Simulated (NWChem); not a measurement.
The numbers come from NWChem runs, not from measurements. System: ethanethiol (C$_{2}$H$_{6}$S), charge 0, spin multiplicity 1, at a geometry optimised with B3LYP/def2-SVP. Level: EOM-CCSD/6-31+G* (spherical d), 7 core orbitals frozen.

Job file:

```
start mol
memory heap 100 mb stack 700 mb global 1900 mb
geometry units angstroms nocenter noautoz noautosym
  C     -1.482767     0.769457    -0.251615
  C     -0.545479    -0.416862    -0.445263
  S      1.073085    -0.261959     0.414045
  H     -2.451509     0.583137    -0.746188
  H     -1.057834     1.689560    -0.684892
  H     -1.669445     0.957256     0.816867
  H     -0.982302    -1.334659    -0.020484
  H     -0.365829    -0.617406    -1.513050
  H      1.527027     0.797879    -0.295702
end
basis spherical
  * library 6-31+g*
end
scf
  rhf
  nopen 0
  maxiter 100
  thresh 1e-7
  semidirect memsize 60000000 filesize 0
end
tce
  freeze core 7
  ccsd
  nroots 3
  2eorb
  2emet 13
  thresh 1e-5
  maxiter 200
  tilesize 24
  dipole
end
task tce energy
```

Part of the output:

```
             Northwest Computational Chemistry Package (NWChem) 7.3.0
             --------------------------------------------------------

                                NWChem Input Module
                                -------------------

 Scaling coordinates for geometry "geometry" by  1.889725989
 (inverse scale =  0.529177249)

                             Geometry "geometry" -> ""
                             -------------------------

 Output coordinates in angstroms (scale by  1.889725989 to convert to a.u.)

  No.       Tag          Charge          X              Y              Z
 ---- ---------------- ---------- -------------- -------------- --------------
    1 C                    6.0000    -1.48276700     0.76945700    -0.25161500
    2 C                    6.0000    -0.54547900    -0.41686200    -0.44526300
    3 S                   16.0000     1.07308500    -0.26195900     0.41404500
    4 H                    1.0000    -2.45150900     0.58313700    -0.74618800
    5 H                    1.0000    -1.05783400     1.68956000    -0.68489200
    6 H                    1.0000    -1.66944500     0.95725600     0.81686700
    7 H                    1.0000    -0.98230200    -1.33465900    -0.02048400
    8 H                    1.0000    -0.36582900    -0.61740600    -1.51305000
    9 H                    1.0000     1.52702700     0.79787900    -0.29570200

 Effective nuclear repulsion energy (a.u.)     106.4004929776

            Nuclear Dipole moment (a.u.)
            ----------------------------
        X                 Y               Z
 ---------------- ---------------- ----------------
    -0.0000151178    -0.0000132281     0.0000056692


 Summary of "ao basis" -> "" (spherical)
 ------------------------------------------------------------------------------
       Tag                 Description            Shells   Functions and Types
 ---------------- ------------------------------  ------  ---------------------
 *                          6-31+g*                   on all atoms

 Summary of "ao basis" -> "ao basis" (spherical)
 ------------------------------------------------------------------------------
       Tag                 Description            Shells   Functions and Types
 ---------------- ------------------------------  ------  ---------------------
 C                          6-31+g*                  8       18   4s3p1d
 S                          6-31+g*                 10       22   5s4p1d
 H                          6-31+g*                  2        2   2s

                                 NWChem SCF Module
                                 -----------------

  ao basis        = "ao basis"
  functions       =    70
  atoms           =     9
  closed shells   =    17
  open shells     =     0
  charge          =   0.00
  wavefunction    = RHF
  use symmetry    = F
  symmetry adapt  = F

 Summary of "ao basis" -> "ao basis" (spherical)
 ------------------------------------------------------------------------------
       Tag                 Description            Shells   Functions and Types
 ---------------- ------------------------------  ------  ---------------------
 C                          6-31+g*                  8       18   4s3p1d
 S                          6-31+g*                 10       22   5s4p1d
 H                          6-31+g*                  2        2   2s

 Forming initial guess at       0.1s

      Superposition of Atomic Density Guess
      -------------------------------------

 Sum of atomic energies:        -475.77262910

      Non-variational initial energy
      ------------------------------

 Total energy =    -477.360280
 1-e energy   =    -864.094078
 2-e energy   =     280.333305
 HOMO         =      -0.290190
 LUMO         =       0.036294

 Starting SCF solution at       0.9s

 ----------------------------------------------
         Quadratically convergent ROHF

 Convergence threshold     :          1.000E-07
 Maximum no. of iterations :          100
 Final Fock-matrix accuracy:          1.000E-09
 ----------------------------------------------

              iter       energy          gnorm     gmax       time
             ----- ------------------- --------- --------- --------
                 1     -476.6969576144  6.00D-01  1.38D-01      0.9
                 2     -476.7309782025  1.81D-01  3.93D-02      1.0
                 3     -476.7341579926  1.12D-02  2.37D-03      1.1
                 4     -476.7341740513  8.02D-05  1.97D-05      1.3
                 5     -476.7341740524  5.88D-09  9.95D-10      1.7

       Final RHF  results
       ------------------

         Total SCF energy =   -476.734174052403
      One-electron energy =   -866.814491917379
      Two-electron energy =    283.679824887354
 Nuclear repulsion energy =    106.400492977622

        Time for solution =      0.8s

             Final eigenvalues
             -----------------

              1
    1  -91.9353
    2  -11.2679
    3  -11.2310
    4   -8.9513
    5   -6.6336
    6   -6.6320
    7   -6.6298
    8   -1.0700
    9   -0.9446
   10   -0.8228
   11   -0.6360
   12   -0.5915
   13   -0.5562
   14   -0.5250
   15   -0.4969
   16   -0.4469
   17   -0.3568
   18    0.0789
   19    0.0923
   20    0.0952
   21    0.1092
   22    0.1274
   23    0.1348
   24    0.1399
   25    0.1437
   26    0.1530
   27    0.1784

                       ROHF Final Molecular Orbital Analysis
                       -------------------------------------

 Vector   15  Occ=2.000000D+00  E=-4.968553D-01
              MO Center= -5.0D-01,  6.8D-02, -2.5D-01, r^2= 3.1D+00
[...]
 ------------------

 Excited state root  2
 Excitation energy / hartree =        0.228569747840008
                   / eV      =        6.219701944951567
 largest EOMCCSD amplitudes: R1 and R2

 Singles contributions
    19a   (alpha) ---    17a   (alpha)        0.7029054270
    20a   (alpha) ---    17a   (alpha)        0.4603569091
    22a   (alpha) ---    17a   (alpha)       -0.1339110101
    30a   (alpha) ---    17a   (alpha)       -0.2820863991
    31a   (alpha) ---    17a   (alpha)        0.1953772577

 Doubles contributions
 ------------------

 Excited state root  3
 Excitation energy / hartree =        0.261451163105167
                   / eV      =        7.114451160060402
 largest EOMCCSD amplitudes: R1 and R2

 Singles contributions
    18a   (alpha) ---    17a   (alpha)       -0.3565360415
    19a   (alpha) ---    17a   (alpha)        0.3079026999
    20a   (alpha) ---    17a   (alpha)       -0.2240914987
    21a   (alpha) ---    17a   (alpha)       -0.6418733406
    22a   (alpha) ---    17a   (alpha)        0.2155034411
    23a   (alpha) ---    17a   (alpha)       -0.1559392274
    25a   (alpha) ---    17a   (alpha)        0.1659679026
    30a   (alpha) ---    17a   (alpha)        0.2280332653

 Doubles contributions

 No. of initial left vectors    3

 EOM-CCSD left-hand side iterations
 --------------------------------------------------------------
      Residuum       Omega / hartree  Omega / eV    Cpu    Wall
 --------------------------------------------------------------

 Iteration   1 using    3 trial vectors
   0.4778805985340   0.3111231682525    8.46610
   0.5087567946505   0.3333687453376    9.07143
   0.5103234927804   0.3762689485095   10.23880     4.3     4.3

 Iteration   2 using    6 trial vectors
   0.0979718053980   0.2332288037276    6.34648
   0.0982855515439   0.2496677052103    6.79381
   0.0899634567256   0.2894345709508    7.87592     4.4     4.4

 Iteration   3 using    9 trial vectors
   0.0671591294348   0.2264242487078    6.16132
   0.0745040067840   0.2416318680375    6.57514
   0.0538564384686   0.2845352504425    7.74260     4.7     4.7

 Iteration   4 using   12 trial vectors
   0.0697994735898   0.2183636723627    5.94198
   0.0555225444730   0.2340825062752    6.36971
   0.0395008524584   0.2816654194794    7.66451     4.5     4.5

 Iteration   5 using   15 trial vectors
   0.0485452207441   0.2095822083245    5.70302
   0.0288986338557   0.2298440832745    6.25438
   0.0446133263417   0.2775968950579    7.55380     4.6     4.6

 Iteration   6 using   18 trial vectors
   0.0289037106988   0.2081038579763    5.66280
   0.0184144064333   0.2289299388608    6.22950
   0.0493804229197   0.2741814452407    7.46086     5.0     5.0

 Iteration   7 using   21 trial vectors
   0.0176673924583   0.2073707537698    5.64285
   0.0118554480820   0.2288180430485    6.22646
   0.0505148579700   0.2689501335898    7.31851     5.1     5.1

 Iteration   8 using   24 trial vectors
   0.0080136095188   0.2067588621920    5.62620
   0.0060253581654   0.2286290565869    6.22132
   0.0285656419996   0.2649088388105    7.20854     5.3     5.3

 Iteration   9 using   27 trial vectors
   0.0045299988852   0.2067752513167    5.62664
   0.0035802360953   0.2285850671405    6.22012
   0.0239117983711   0.2640494086090    7.18515     5.5     5.5

 Iteration  10 using   30 trial vectors
   0.0027009292745   0.2067780782058    5.62672
   0.0023461620358   0.2285809013827    6.22001
   0.0244549169599   0.2634861386934    7.16983     5.8     5.8

 Iteration  11 using   33 trial vectors
   0.0013168081639   0.2067616885548    5.62627
   0.0013136578256   0.2285796868452    6.21997
   0.0211762752113   0.2630828498316    7.15885     6.0     6.0

 Iteration  12 using   36 trial vectors
   0.0007090516366   0.2067582467878    5.62618
   0.0007392549563   0.2285743476134    6.21983
   0.0185670392308   0.2629435679407    7.15506     6.2     6.2

 Iteration  13 using   39 trial vectors
   0.0003531616671   0.2067520711611    5.62601
   0.0004037187550   0.2285660191588    6.21960
   0.0173238579302   0.2619569863522    7.12822     6.4     6.4

 Iteration  14 using   42 trial vectors
   0.0001673058821   0.2067522869596    5.62602
   0.0002087051943   0.2285708201553    6.21973
   0.0127202616010   0.2615774123366    7.11789     6.9     6.9

 Iteration  15 using   45 trial vectors
   0.0000825576413   0.2067525735118    5.62603
   0.0001140368264   0.2285697918472    6.21970
   0.0075952501929   0.2615969708933    7.11842     7.4     7.4

 Iteration  16 using   48 trial vectors
   0.0000388096246   0.2067524170038    5.62602
   0.0000610994072   0.2285692206457    6.21969
   0.0043261817981   0.2614404903220    7.11416     8.0     8.0

 Iteration  17 using   51 trial vectors
   0.0000174417590   0.2067527513267    5.62603
   0.0000315705086   0.2285698451711    6.21970
   0.0024778426390   0.2614563420404    7.11459     9.3     9.3

 Iteration  18 using   54 trial vectors
   0.0000066741081   0.2067526558572    5.62603
   0.0000136489176   0.2285697165282    6.21970
   0.0011372293755   0.2614549214644    7.11455     9.3     9.3

 Iteration  19 using   56 trial vectors
   0.0000029409034   0.2067526306920    5.62603
   0.0000059061730   0.2285696943417    6.21970
   0.0005030161472   0.2614476526599    7.11436     7.4     7.4

 Iteration  20 using   57 trial vectors
   0.0000021822133   0.2067526361702    5.62603
   0.0000042910357   0.2285697118979    6.21970
   0.0002657407424   0.2614532189045    7.11451     6.5     6.5

 Iteration  21 using   58 trial vectors
   0.0000019595904   0.2067526288571    5.62603
   0.0000039049562   0.2285697083748    6.21970
   0.0001727240425   0.2614506166740    7.11444     6.8     6.8

 Iteration  22 using   59 trial vectors
   0.0000018884033   0.2067526285769    5.62603
   0.0000035883475   0.2285697071389    6.21970
   0.0000936024235   0.2614498524568    7.11442     6.8     6.8

 Iteration  23 using   60 trial vectors
   0.0000018576572   0.2067526310762    5.62603
   0.0000035292789   0.2285697092863    6.21970
   0.0000481305456   0.2614512075545    7.11445     7.2     7.2

 Iteration  24 using   61 trial vectors
   0.0000018493392   0.2067526325653    5.62603
   0.0000034670001   0.2285697086690    6.21970
   0.0000299274327   0.2614510172146    7.11445     7.2     7.2

 Iteration  25 using   62 trial vectors
   0.0000018439240   0.2067526338822    5.62603
   0.0000034636553   0.2285697088250    6.21970
   0.0000196320023   0.2614509775489    7.11445     7.8     7.8

 Iteration  26 using   63 trial vectors
   0.0000018384381   0.2067526342639    5.62603
   0.0000034526973   0.2285697091653    6.21970
   0.0000118550292   0.2614511405139    7.11445     7.7     7.7

 Iteration  27 using   64 trial vectors
   0.0000018384261   0.2067526342607    5.62603
   0.0000034567225   0.2285697092513    6.21970
   0.0000070463201   0.2614511475630    7.11445     7.4     7.4
 --------------------------------------------------------------
 Iterations converged

 Excited state root  1
 Excitation energy / hartree =        0.206752664469102
                   / eV      =        5.626028647599132

 EOM-CCSD transition moments / hartree
 --------------------------------------------
 X    0.2411151 Y    0.2402411 Z    0.1910880
 Oscillator Strength                0.0210015
 --------------------------------------------

 EOM-CCSD dipole moments / hartree & Debye
 ------------------------------------
   X         0.3978797      1.0113169
   Y        -0.0656177     -0.1667849
   Z        -0.1878619     -0.4775009
 Total       0.4448663      1.1307459
 ------------------------------------

 Singles contributions
    18a   (alpha) ---    17a   (alpha)       -0.6135958244
    20a   (alpha) ---    17a   (alpha)       -0.2816260481
    21a   (alpha) ---    17a   (alpha)        0.1594911672
    22a   (alpha) ---    17a   (alpha)       -0.3542024428
    23a   (alpha) ---    17a   (alpha)       -0.1063435456
    25a   (alpha) ---    17a   (alpha)       -0.3371667874
    28a   (alpha) ---    17a   (alpha)       -0.1987378254
    30a   (alpha) ---    17a   (alpha)       -0.3042000041

 Doubles contributions

 Excited state root  2
 Excitation energy / hartree =        0.228569747840008
                   / eV      =        6.219701944951567

 EOM-CCSD transition moments / hartree
 --------------------------------------------
 X    0.2123869 Y    0.3353014 Z    0.3238362
 Oscillator Strength                0.0399852
 --------------------------------------------

 EOM-CCSD dipole moments / hartree & Debye
 ------------------------------------
   X         2.3620688      6.0038254
   Y         0.4494136      1.1423040
   Z         0.8714410      2.2149988
 Total       2.5574892      6.5005382
 ------------------------------------

 Singles contributions
    19a   (alpha) ---    17a   (alpha)        0.7029054270
    20a   (alpha) ---    17a   (alpha)        0.4603569091
    22a   (alpha) ---    17a   (alpha)       -0.1339110101
    30a   (alpha) ---    17a   (alpha)       -0.2820863991
    31a   (alpha) ---    17a   (alpha)        0.1953772577

 Doubles contributions

 Excited state root  3
 Excitation energy / hartree =        0.261451163105167
                   / eV      =        7.114451160060402

 EOM-CCSD transition moments / hartree
 --------------------------------------------
 X    0.2863372 Y    0.2135620 Z    0.1438957
 Oscillator Strength                0.0258495
 --------------------------------------------

 EOM-CCSD dipole moments / hartree & Debye
 ------------------------------------
   X        -0.6122434     -1.5561791
   Y        -2.2361499     -5.6837692
   Z         0.2782033      0.7071275
 Total       2.3350815      5.9352300
 ------------------------------------

 Singles contributions
    18a   (alpha) ---    17a   (alpha)       -0.3565360415
    19a   (alpha) ---    17a   (alpha)        0.3079026999
    20a   (alpha) ---    17a   (alpha)       -0.2240914987
    21a   (alpha) ---    17a   (alpha)       -0.6418733406
    22a   (alpha) ---    17a   (alpha)        0.2155034411
    23a   (alpha) ---    17a   (alpha)       -0.1559392274
    25a   (alpha) ---    17a   (alpha)        0.1659679026
    30a   (alpha) ---    17a   (alpha)        0.2280332653

 Doubles contributions

 Task  times  cpu:      275.0s     wall:      275.0s

 Total times  cpu:      275.0s     wall:      275.0s
```
